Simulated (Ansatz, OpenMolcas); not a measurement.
# Heat of formation of C3H5N (isocyanoethane) from total energies

C3H5N: 9 atoms, total charge 0, spin state singlet. As SMILES, `[C-]#[N+]CC`. Geometry: relaxed at PBE0-D4/def2-TZVP.

Total energies at BHLYP/cc-pVDZ (OpenMolcas 26.06); the atoms run unrestricted:

```tsv
species	state	energy (Eh)
C3H5N	singlet	-171.934425
C	triplet	-37.841274
N	quartet	-54.577882
H	doublet	-0.497839
```

Harmonic wavenumbers at PBE0-D4/def2-TZVP, in cm⁻¹: 196, 221, 315, 483, 800, 866, 1051, 1119, 1157, 1312, 1376, 1409, 1482, 1485, 1501, 2258, 3066, 3068, 3105, 3149, 3154.

Measured heats of formation of the gaseous atoms at 298.15 K, in kJ/mol: C 716.9, N 472.4, H 218.0. Take 1 Eh = 2625.50 kJ/mol, 1 cm⁻¹ = 0.0119627 kJ/mol, RT = 2.479 kJ/mol.

Question: Work out the heat of formation of the gas at 298 K.

Answer: 
1. Electronic atomisation energy: 3 × (-37.841274) + (-54.577882) + 5 × (-0.497839) − (-171.934425) = 1.343526 Eh = 3527.4 kJ/mol.
2. Zero-point energy: half the sum of the wavenumbers, 16286.5 cm⁻¹ = 194.8 kJ/mol.
3. Thermal vibrational enthalpy, Σ hcν̃/(exp(hcν̃/kT) − 1): 5.2 kJ/mol. Translation, rotation and pV of a non-linear molecule: 4 RT = 9.9 kJ/mol.
4. The 9 free atoms carry 5/2 RT each: 55.8 kJ/mol.
5. Spin-orbit coupling lowers the free atoms by 3 × 0.02 = 0.1 kJ/mol.
6. Atomisation enthalpy at 298 K: 3527.4 − 0.1 − 194.8 − 5.2 − 9.9 + 55.8 = 3373.2 kJ/mol.
7. Sum of the atoms' heats of formation: 3713.1 kJ/mol. Heat of formation: 3713.1 − 3373.2 = +339.9 kJ/mol.

The tabulated value is +141.7 kJ/mol (CRC Handbook of Chemistry and Physics), so this level is off by +198.2 kJ/mol, or 5.5 % of the atomisation enthalpy. Hybrids with much exact exchange underbind. Anharmonicity and any spin-orbit splitting of the molecule are left out.
